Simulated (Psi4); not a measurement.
Psi4 input (M06-2X/cc-pV(T+d)Z):

```
memory 8100 MB

molecule {
0 1
H    -0.00000000   -0.00000000   -0.37201156
H     0.00000000    0.00000000    0.37201156
}

set {
  basis cc-pv(t+d)z
  scf_type direct
  df_scf_guess false
  ints_tolerance 1e-14
}

energy('m06-2x')
print_variables()
```

Output:

```
-----------------------------------------------------------------------
          Psi4: An Open-Source Ab Initio Electronic Structure Package
                               Psi4 1.11 release

    D. G. A. Smith, L. A. Burns, A. C. Simmonett, R. M. Parrish,
    M. C. Schieber, R. Galvelis, P. Kraus, H. Kruse, R. Di Remigio,
    A. Alenaizan, A. M. James, S. Lehtola, J. P. Misiewicz, M. Scheurer,
    R. A. Shaw, J. B. Schriber, Y. Xie, Z. L. Glick, D. A. Sirianni,
    J. S. O'Brien, J. M. Waldrop, A. Kumar, E. G. Hohenstein,
    B. P. Pritchard, B. R. Brooks, H. F. Schaefer III, A. Yu. Sokolov,
    K. Patkowski, A. E. DePrince III, U. Bozkaya, R. A. King,
    F. A. Evangelista, J. M. Turney, T. D. Crawford, C. D. Sherrill,
    J. Chem. Phys. 152(18) 184108 (2020). https://doi.org/10.1063/5.0006002

                            Additional Code Authors
    E. T. Seidl, C. L. Janssen, E. F. Valeev, M. L. Leininger,
    J. F. Gonthier, R. M. Richard, H. R. McAlexander, M. Saitow, X. Wang,
    P. Verma, M. H. Lechner, A. Jiang, S. Behnle, A. G. Heide,
    M. F. Herbst, D. L. Poole, T. Győri, E. C. Mitchell, J. P. Pederson,
    and A. M. Wallace

             Previous Authors, Complete List of Code Contributors,
                       and Citations for Specific Modules
    https://github.com/psi4/psi4/blob/master/codemeta.json
    https://github.com/psi4/psi4/graphs/contributors
    https://psicode.org/psi4manual/master/introduction.html#citing-psifour

    -----------------------------------------------------------------------

    Threads:    4
    Addons:     a̶d̶c̶c̶, a̶m̶b̶i̶t̶, b̶s̶e̶, c̶c̶t̶3̶, c̶f̶o̶u̶r̶, c̶h̶e̶m̶p̶s̶2̶, c̶p̶p̶e̶, d̶d̶x̶,
                d̶f̶t̶d̶3̶, d̶f̶t̶d̶4̶, dkh, ecpint, einsums, f̶o̶r̶t̶e̶, gauxc, g̶c̶p̶,
                g̶d̶m̶a̶, g̶e̶o̶m̶e̶t̶r̶i̶c̶, g̶p̶u̶_̶d̶f̶c̶c̶, i̶n̶t̶e̶g̶r̶a̶t̶o̶r̶x̶x̶,
                i̶p̶i̶, l̶i̶b̶e̶f̶p̶, m̶d̶i̶, m̶p̶2̶d̶, m̶r̶c̶c̶, ooo,
                o̶p̶e̶n̶f̶e̶r̶m̶i̶o̶n̶p̶s̶i̶4̶, pcmsolver, p̶s̶i̶4̶f̶o̶c̶k̶c̶i̶, p̶s̶i̶x̶a̶s̶,
                p̶y̶e̶i̶n̶s̶u̶m̶s̶, r̶e̶s̶p̶, s̶i̶m̶i̶n̶t̶, s̶n̶s̶m̶p̶2̶,
                v̶2̶r̶d̶m̶_̶c̶a̶s̶s̶c̶f̶

  ==> Input File <==

--------------------------------------------------------------------------
memory 8100 MB

molecule {
0 1
H    -0.00000000   -0.00000000   -0.37201156
H     0.00000000    0.00000000    0.37201156
}

set {
  basis cc-pv(t+d)z
  scf_type direct
  df_scf_guess false
  ints_tolerance 1e-14
}

energy('m06-2x')
print_variables()
--------------------------------------------------------------------------

   => Libint2 <=

    Primary   basis highest AM E, G, H:  7, 6, 3
    Auxiliary basis highest AM E, G, H:  7, 7, 4
    Onebody   basis highest AM E, G, H:  -, -, -
    Solid Harmonics ordering:            Gaussian

   => Loading Basis Set <=

    Name: CC-PV(T+D)Z
    Role: ORBITAL
    Keyword: BASIS
    atoms 1-2 entry H          line    36 file cc-pv_tpd_z.gbs

         ---------------------------------------------------------
                                   SCF
               by Justin Turney, Rob Parrish, Andy Simmonett
                          and Daniel G. A. Smith
                              RKS Reference
                        4 Threads,   7724 MiB Core
         ---------------------------------------------------------

  ==> Geometry <==

    Molecular point group: d2h
    Full point group: D_inf_h

    Geometry (in Angstrom), charge = 0, multiplicity = 1:

       Center              X                  Y                   Z               Mass
    ------------   -----------------  -----------------  -----------------  -----------------
         H            0.000000000000     0.000000000000    -0.372011560000     1.007825032230
         H            0.000000000000     0.000000000000     0.372011560000     1.007825032230

  Running in d2h symmetry.

  Rotational constants: A = ************  B =     60.43221  C =     60.43221 [cm^-1]
  Rotational constants: A = ************  B = 1811712.12794  C = 1811712.12794 [MHz]
  Nuclear repulsion =    0.711237589861455

  Charge       = 0
  Multiplicity = 1
  Electrons    = 2
  Nalpha       = 1
  Nbeta        = 1

  ==> Algorithm <==

  SCF Algorithm Type is DIRECT.
  DIIS enabled.
  MOM disabled.
  Fractional occupation disabled.
  Guess Type is SAD.
  Energy threshold   = 1.00e-06
  Density threshold  = 1.00e-06
  Integral threshold = 1.00e-14

  ==> Primary Basis <==

  Basis Set: CC-PV(T+D)Z
    Blend: CC-PV(T+D)Z
    Number of shells: 12
    Number of basis functions: 28
    Number of Cartesian functions: 30
    Spherical Harmonics?: true
    Max angular momentum: 2

  ==> DFT Potential <==

   => LibXC <=

    Version 7.1.2
    S. Lehtola, C. Steigemann, M. J. T. Oliveira, and M. A. L. Marques,  SoftwareX 7, 1–5 (2018) (10.1016/j.softx.2017.11.002)

   => Composite Functional: M06-2X <=

    Hybrid M06-2X Meta-GGA XC Functional  (10.1007/s00214-007-0310-x)
    Y. Zhao and D. G. Truhlar,  Theor. Chem. Acc., 120, 215, 2008

    Deriv               =              1
    GGA                 =           TRUE
    Meta                =           TRUE

    Exchange Hybrid     =           TRUE
    MP2 Hybrid          =          FALSE

   => Exchange Functionals <=

    1.0000   XC_HYB_MGGA_X_M06_2X

   => Exact (HF) Exchange <=

    0.5400               HF

   => Correlation Functionals <=

    1.0000   XC_MGGA_C_M06_2X

   => LibXC Density Thresholds  <==

    XC_MGGA_C_M06_2X:  1.00E-12
    XC_HYB_MGGA_X_M06_2X:  1.00E-15

   => Molecular Quadrature <=

    Radial Scheme          =       TREUTLER
    Pruning Scheme         =           NONE
    Nuclear Scheme         =       TREUTLER

    Blocking Scheme        =         OCTREE
    BS radius alpha        =              1
    Pruning alpha          =              1
    Radial Points          =             75
    Spherical Points       =            302
    Total Points           =          44640
    Total Blocks           =            392
    Max Points             =            256
    Max Functions          =             28
    Weights Tolerance      =       1.00E-15

  ==> Integral Setup <==

  ==> DirectJK: Integral-Direct J/K Matrices <==

    J tasked:                  Yes
    K tasked:                  Yes
    wK tasked:                  No
    Integrals threads:           4
    Screening Type:           CSAM
    Screening Cutoff:        1E-14
    Incremental Fock:           No

  Cached 100.0% of DFT collocation blocks in 0.092 [GiB].

  Minimum eigenvalue in the overlap matrix is 3.7522840094E-03.
  Reciprocal condition number of the overlap matrix is 1.0551308829E-03.
    Using symmetric orthogonalization.

  ==> Pre-Iterations <==

  SCF Guess: Superposition of Atomic Densities via on-the-fly atomic UHF (no occupation information).

   -------------------------
    Irrep   Nso     Nmo
   -------------------------
     Ag         7       7
     B1g        1       1
     B2g        3       3
     B3g        3       3
     Au         1       1
     B1u        7       7
     B2u        3       3
     B3u        3       3
   -------------------------
    Total      28      28
   -------------------------

  ==> Iterations <==

                        Total Energy        Delta E     RMS |[F,P]|

   @RKS iter SAD:    -0.91043978948284   -9.10440e-01   0.00000e+00
   @RKS iter   1:    -1.16696496414495   -2.56525e-01   5.90873e-03 DIIS/ADIIS
   @RKS iter   2:    -1.16883738867077   -1.87242e-03   3.64065e-04 DIIS/ADIIS
   @RKS iter   3:    -1.16885035038348   -1.29617e-05   6.27711e-05 DIIS
   @RKS iter   4:    -1.16885053830525   -1.87922e-07   4.42957e-06 DIIS
   @RKS iter   5:    -1.16885053902370   -7.18454e-10   1.04699e-07 DIIS
  Energy and wave function converged.

  ==> Post-Iterations <==

   Electrons on quadrature grid:
      Ntotal   =    1.9999999977 ; deviation = -2.253e-09

    Orbital Energies [Eh]
    ---------------------

    Doubly Occupied:

       1Ag    -0.495714

    Virtual:

       1B1u    0.106552     2Ag     0.240397     2B1u    0.565884
       1B3u    0.578559     1B2u    0.578559     3Ag     0.963853
       1B3g    0.990539     1B2g    0.990539     3B1u    1.422204
       4Ag     2.135542     4B1u    2.220872     1B1g    2.872287
       5Ag     2.872290     6Ag     3.372446     2B3g    3.590523
       2B2g    3.590523     2B2u    3.708539     2B3u    3.708539
       5B1u    3.727633     1Au     3.727633     3B2u    3.830218
       3B3u    3.830218     6B1u    4.302196     3B3g    5.438552
       3B2g    5.438552     7Ag     5.686668     7B1u    8.073591

    Final Occupation by Irrep:
             Ag   B1g   B2g   B3g    Au   B1u   B2u   B3u
    DOCC [     1,    0,    0,    0,    0,    0,    0,    0 ]
    NA   [     1,    0,    0,    0,    0,    0,    0,    0 ]
    NB   [     1,    0,    0,    0,    0,    0,    0,    0 ]

  @RKS Final Energy:    -1.16885053902370

   => Energetics <=

    Nuclear Repulsion Energy =              0.7112375898614546
    One-Electron Energy =                  -2.5027569340409745
    Two-Electron Energy =                   0.9620109842051330
    DFT Exchange-Correlation Energy =      -0.3393421790493155
    Empirical Dispersion Energy =           0.0000000000000000
    VV10 Nonlocal Energy =                  0.0000000000000000
    Total Energy =                         -1.1688505390237025

Computation Completed

Properties will be evaluated at   0.000000,   0.000000,   0.000000 [a0]

Properties computed using the SCF density matrix

 Multipole Moments:

 ------------------------------------------------------------------------------------
     Multipole            Electronic (a.u.)      Nuclear  (a.u.)        Total (a.u.)
 ------------------------------------------------------------------------------------

 L = 1.  Multiply by 2.5417464519 to convert [e a0] to [Debye]
 Dipole X            :          0.0000000            0.0000000            0.0000000
 Dipole Y            :          0.0000000            0.0000000            0.0000000
 Dipole Z            :          0.0000000            0.0000000            0.0000000
 Magnitude           :                                                    0.0000000

 ------------------------------------------------------------------------------------

  Variable Map:
  ----------------------------------------------------------------------------
  "CURRENT ENERGY"              =>      -1.168850539024
  "CURRENT REFERENCE ENERGY"    =>      -1.168850539024
  "DD SOLVATION ENERGY"         =>       0.000000000000
  "DFT FUNCTIONAL TOTAL ENERGY" =>      -1.168850539024
  "DFT TOTAL ENERGY"            =>      -1.168850539024
  "DFT VV10 ENERGY"             =>       0.000000000000
  "DFT XC ENERGY"               =>      -0.339342179049
  "GRID ELECTRONS ALPHA"        =>       0.999999998873
  "GRID ELECTRONS BETA"         =>       0.999999998873
  "GRID ELECTRONS TOTAL"        =>       1.999999997747
  "NUCLEAR REPULSION ENERGY"    =>       0.711237589861
  "ONE-ELECTRON ENERGY"         =>      -2.502756934041
  "PCM POLARIZATION ENERGY"     =>       0.000000000000
  "PE ENERGY"                   =>       0.000000000000
  "SCF ITERATION ENERGY"        =>      -1.168850539024
  "SCF ITERATIONS"              =>       5.000000000000
  "SCF TOTAL ENERGY"            =>      -1.168850539024
  "TWO-ELECTRON ENERGY"         =>       0.962010984205
  "XC GRID RADIAL POINTS"       =>      75.000000000000
  "XC GRID SPHERICAL POINTS"    =>     302.000000000000
  "XC GRID TOTAL POINTS"        =>   44640.000000000000

  Array Variable Map:
  ----------------------------------------------------------------------------
  "CURRENT DIPOLE"              =>       0.000000000000 ... 0.000000000000 1 by 3
  "SCF DIPOLE"                  =>       0.000000000000 ... 0.000000000000 1 by 3
  "SCF TOTAL ENERGIES"          =>      -0.910439789483 ... -1.168850539024 1 by 6

*** Psi4 exiting successfully. Buy a developer a beer!
```
